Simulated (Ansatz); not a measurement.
# Solid chlorine

Computed with PBE in Ansatz (PAW).

Run with plane-wave cutoff 500 eV, 6×6×4 k mesh (along the axes of the cell as run), gaussian smearing 0.02 eV, scalar-relativistic PAW data made under PBE.

Cell (relaxed at this level):

```yaml
crystal:
  lattice:
    - [2.14688, -3.99684, 0.00000]
    - [2.14688, 3.99684, 0.00000]
    - [0.00000, 0.00000, 8.33417]
  atoms:
    - { symbol: Cl, position: [0.88639, 0.88639, 0.89348] }
    - { symbol: Cl, position: [0.61361, 0.61361, 0.39348] }
    - { symbol: Cl, position: [0.38639, 0.38639, 0.60652] }
    - { symbol: Cl, position: [0.11361, 0.11361, 0.10652] }
```

```yaml
volume_per_atom: 35.76 Å³/atom
lattice_parameter_a: 7.994 Å
lattice_parameter_b: 4.294 Å
lattice_parameter_c: 8.334 Å
```

Note: the cell comes from a level without a dispersion term, which matters for the spacing of layers, chains or molecules.

The computed numbers hold no vibrational or temperature effects.

Ansatz is a quantum-chemistry and plane-wave program.
